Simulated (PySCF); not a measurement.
**Electric field gradients and quadrupole coupling constants**

Species: C5H12O.
Geometry (PBE0-D3(BJ)/def2-SVP, Å), atoms numbered from 1 in this order:
```xyz
18
C5H12O angstrom
C      2.7436    0.2034    0.4372
C      1.4183    0.6394   -0.1670
C      0.2535   -0.2633    0.2154
C     -1.0754    0.1604   -0.3901
C     -2.2392   -0.7333    0.0041
O     -3.4454   -0.3752   -0.6139
H      3.0141   -0.8150    0.1146
H      2.6982    0.1976    1.5383
H      3.5650    0.8742    0.1429
H      1.1903    1.6744    0.1439
H      1.5034    0.6711   -1.2676
H      0.1643   -0.2944    1.3170
H      0.4811   -1.3003   -0.0929
H     -1.0087    0.1749   -1.4917
H     -1.3030    1.2001   -0.0855
H     -2.0293   -1.7708   -0.3055
H     -2.3330   -0.7537    1.1104
H     -3.6540    0.5274   -0.3519
```

Field gradients from the B3LYP/pcJ-1 density (PySCF, non-relativistic), principal values in atomic units, ordered |Vxx| ≤ |Vyy| ≤ |Vzz|:

| atom | Vxx | Vyy | Vzz |
| --- | --- | --- | --- |
| O6 | 0.0949 | 1.8695 | -1.9644 |

Find the asymmetry η = (Vxx − Vyy)/Vzz and the couplings χ = eQV/h (234.96 MHz × Q in barn × V in au), with Q(17O) = −0.0256 b.

```json
{"atom": "O6", "environment": "alcohol oxygen", "nucleus": "17O", "η": "0.90", "χzz (MHz)": "11.82", "χxx (MHz)": "-0.57", "χyy (MHz)": "-11.25"}
```

At O6 η is above 0.9: Vyy and Vzz are nearly equal in size and opposite in sign, so a small change could swap them and flip the sign of χzz. The tensor is traceless: Vxx + Vyy + Vzz = 0.

What is Vzz at O6 in SI units (1 au = 9.71736 × 10²¹ V/m²)?

-1.9644 au = -19.089 × 10²¹ V/m².

And the gradient at the other heavy atoms, for which no coupling is worked out here?

| atom | environment | Vzz (au) | η |
| --- | --- | --- | --- |
| C1 | methyl carbon | 0.030 | 0.09 |
| C2 | chain CH2 carbon | -0.034 | 0.21 |
| C3 | chain CH2 carbon | -0.026 | 0.62 |
| C4 | chain CH2 carbon | 0.036 | 0.34 |
| C5 | carbinol carbon (C–OH) | 0.339 | 0.17 |

What couplings would deuterons (Q(2H) = 0.00286 b) have in place of the hydrogens, at this geometry?

```
atom  bonded to  bond length (Å)  Vzz (au)     η  χzz (kHz)
  H7         C1            1.102    0.2799  0.03        188
  H8         C1            1.102    0.2801  0.03        188
  H9         C1            1.101    0.2830  0.03        190
 H10         C2            1.105    0.2727  0.03        183
 H11         C2            1.104    0.2726  0.03        183
 H12         C3            1.106    0.2703  0.04        182
 H13         C3            1.105    0.2705  0.04        182
 H14         C4            1.104    0.2721  0.02        183
 H15         C4            1.107    0.2691  0.05        181
 H16         C5            1.103    0.2689  0.06        181
 H17         C5            1.110    0.2585  0.07        174
 H18         O6            0.963    0.4565  0.15        307
```

The structure is a single PBE0-D3(BJ)/def2-SVP conformer in the gas phase; no vibrational or solvent corrections. The basis is small and wasn't made for field gradients, so the couplings can be 20 % off.

The run behind these numbers computed spin–spin couplings as well. The run took 1.7 min of wall time on Arm Neoverse N1, one thread, no GPU, shared host with 64 logical CPUs at a one-minute load of 57, and the process peaked at 1.2 GiB of memory.
